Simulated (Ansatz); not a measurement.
**AlH₃S: small, medium and large basis sets**

One table from this session's results is given with a row withheld; the runs are named, their logs left out.

The runs use Ansatz 0.2.0, Gaussian basis; one geometry, several basis sets.

The runs, in order: PBE0-D4/def2-SVP; ωB97M-V/def2-SVP; PBE0-D4/def2-QZVPP; ωB97M-V/def2-QZVPP; CCSD(T)/cc-pV(D+d)Z; CCSD(T)/cc-pV(T+d)Z; CCSD(T)/cc-pV(Q+d)Z; the functionals' def2-TZVPP values are taken from earlier runs.

## The geometry

The geometry comes from an earlier relaxation with PBE0-D4 in a triple-zeta def2 set; it is a stationary point.

SMILES `[AlH2][SH]`, 5 atoms, charge 0, spin multiplicity 1.

Atoms are counted from 1 here; the program's logs count them from 0.

Bond lengths: Al1–S2 2.181 Å, Al1–H3 1.579 Å, Al1–H4 1.581 Å, S2–H5 1.344 Å. Angles: S2–Al1–H3 116.5°, S2–Al1–H4 118.9°, H3–Al1–H4 124.6°, Al1–S2–H5 93.7°.

Set-up of the first run:

Contents of in.yaml:

```yaml
crystal:
  periodic: [false, false, false]
  atoms:
    - {symbol: Al, position_ang: [-0.616069, -0.064236, -0.181718]}
    - {symbol: S, position_ang: [1.129094, -0.343068, 1.096562]}
    - {symbol: H, position_ang: [-1.981651, -0.650101, 0.351130]}
    - {symbol: H, position_ang: [-0.441078, 0.696002, -1.556429]}
    - {symbol: H, position_ang: [1.959705, 0.287803, 0.248953]}
basis:
  gaussian: {orbitals: def2-SVP}
hamiltonian: {xc: pbe0, dispersion: d4}
output: {orbitals: {seedname: orbitals}}
```

Steps of the session up to this table: PBE0-D4 in def2-SVP; ωB97M-V in def2-SVP; PBE0-D4 in def2-QZVPP; ωB97M-V in def2-QZVPP.

One table of the session follows, with a row left open; its other results are not shown here.

| functional | basis | HOMO (eV) | LUMO (eV) |
| --- | --- | --- | --- |
| PBE0-D4 | def2-SVP | -7.77 | -1.34 |
| PBE0-D4 | def2-TZVPP | ? | ? |
| PBE0-D4 | def2-QZVPP | -7.88 | -1.45 |
| ωB97M-V | def2-SVP | -9.88 | 0.39 |
| ωB97M-V | def2-TZVPP | -10.04 | 0.22 |
| ωB97M-V | def2-QZVPP | -10.06 | 0.06 |

Estimate the missing values for PBE0-D4, def2-TZVPP.

The run gave: HOMO (eV): -7.86; LUMO (eV): -1.41. In the column «HOMO (eV)» it lies between PBE0-D4, def2-QZVPP (-7.88) and PBE0-D4, def2-SVP (-7.77).
